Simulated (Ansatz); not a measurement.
The input, for Ansatz 0.2.0:

```yaml
crystal:
  periodic: [false, false, false]
  atoms:
    - {symbol: B, position_ang: [0.000000, 0.000000, 0.000000]}
    - {symbol: H, position_ang: [0.000000, 0.000000, -2.103659]}
    - {symbol: H, position_ang: [0.000000, 0.000000, 2.103659]}
basis:
  gaussian: {orbitals: aug-cc-pVTZ}
total_charge: 1
magnetization: {spin_polarized: true, initial_magnetization: 0}
hamiltonian: {xc: {name: PBE0}}
output: {forces: true, orbitals: {seedname: orbitals}}
```

```sh
$ ansatz run in.yaml --threads 1 --pin off --events-out ev --progress --plain --max-ram 2393MiB
```

Log:

```
363 factors; their error is unknown
mean field evaluation 1: about -689.6058 eV, gradient 6.3e0 eV
mean field evaluation 2: about -689.5052 eV, gradient 6.7e0 eV
mean field evaluation 4: about -690.0186 eV, gradient 1.5e-2 eV
mean field evaluation 8: about -690.0104 eV, gradient 5.5e-3 eV
mean field evaluation 16: about -690.3021 eV, gradient 2.0e-2 eV
mean field evaluation 32: about -690.3019 eV, gradient 2.2e-4 eV
mean field -690.30191185 eV, -25.3681273571 hartree, gradient 3.4e-6 eV, S^2 0.631460; 4 other end points of the search recorded, 0 dependent functions left out
the calculation of the forces begins
reference -690.30193609 eV, -25.3681282477 hartree; 3, 3 occupied and 89, 89 virtual orbitals, 363 factors
Total energy: -690.30193609 eV, -25.3681282477 hartree
Atom 0 at     0.000000     0.000000     0.000000 Å, force     0.000000    -0.000000    -0.000000 eV/Å
Atom 1 at     0.000000     0.000000    -2.103659 Å, force     0.000000     0.000000     1.885404 eV/Å
Atom 2 at     0.000000     0.000000     2.103659 Å, force    -0.000000     0.000000    -1.885404 eV/Å
Dipole moment:     0.000000    -0.000000     0.000000 e Å
```

Forces (eV/Å):
```
B    0.000  0.000  0.000
H    0.000  0.000  1.885
H    0.000  0.000 -1.885
```

Ran on 1 thread of Arm Neoverse V2, shared host: 2 s wall, 0.11 GiB peak host memory.
